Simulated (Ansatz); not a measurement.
# C3H6S: how energies converge with the basis set

Aim: see how fast density functionals converge with the basis set for C3H6S.

The runs use Ansatz 0.2.0, Gaussian basis; one geometry, several basis sets.

Levels to be run: PBE0-D4/def2-SVP; ωB97M-V/def2-SVP; PBE0-D4/def2-QZVPP; ωB97M-V/def2-QZVPP; the functionals' def2-TZVPP values are taken from earlier runs.

## 1. The geometry

All runs share one geometry, relaxed beforehand with PBE0-D4 in a triple-zeta def2 set.

10 atoms, charge 0, spin multiplicity 1.

Atoms are counted from 1 here; the program's logs count them from 0.

Bond lengths: C1–C2 1.328 Å, C1–H5 1.083 Å, C1–H6 1.084 Å, C2–S3 1.743 Å, C2–H7 1.087 Å, S3–C4 1.798 Å, C4–H8 1.090 Å, C4–H9 1.090 Å, C4–H10 1.091 Å. Angles: C2–C1–H5 120.4°, C2–C1–H6 122.0°, H5–C1–H6 117.6°, C1–C2–S3 124.2°, C1–C2–H7 120.7°, S3–C2–H7 115.0°, C2–S3–C4 100.4°, S3–C4–H8 111.4°, S3–C4–H9 106.7°, S3–C4–H10 110.9°, H8–C4–H9 109.0°, H8–C4–H10 110.1°, H9–C4–H10 108.6°.

## 2. PBE0-D4 in def2-SVP

in.yaml reads:

```yaml
crystal:
  periodic: [false, false, false]
  atoms:
    - {symbol: C, position_ang: [-0.656469, 1.908447, -0.637407]}
    - {symbol: C, position_ang: [-0.509793, 0.669114, -0.182340]}
    - {symbol: S, position_ang: [0.790799, 0.154521, 0.857566]}
    - {symbol: C, position_ang: [0.782228, -1.615071, 0.538894]}
    - {symbol: H, position_ang: [-1.530958, 2.179920, -1.215625]}
    - {symbol: H, position_ang: [0.073879, 2.684224, -0.437924]}
    - {symbol: H, position_ang: [-1.252052, -0.094490, -0.401474]}
    - {symbol: H, position_ang: [1.073670, -1.835775, -0.488064]}
    - {symbol: H, position_ang: [1.510463, -2.058908, 1.217850]}
    - {symbol: H, position_ang: [-0.198568, -2.043283, 0.751326]}
basis:
  gaussian: {orbitals: def2-SVP}
hamiltonian: {xc: pbe0, dispersion: d4}
output: {orbitals: {seedname: orbitals}}
```

After this run come: ωB97M-V in def2-SVP; PBE0-D4 in def2-QZVPP; ωB97M-V in def2-QZVPP.

Q: Predict the results of all the runs planned. Wanted: PBE0-D4: double and triple zeta above quadruple; ωB97M-V: double and triple zeta above quadruple.

The runs gave:

| quantity | value |
| --- | --- |
| PBE0-D4: double and triple zeta above quadruple | 7.90, 0.51 eV |
| ωB97M-V: double and triple zeta above quadruple | 8.08, 0.50 eV |

PBE0-D4 gains 7.39 eV from double to triple zeta, then 0.51 eV more. Total energies overstate the basis error of differences, where much of it tends to cancel. The LUMO of ωB97M-V is positive and keeps falling with the basis (2.46 to 1.75 eV): an unbound level that the basis holds in place.
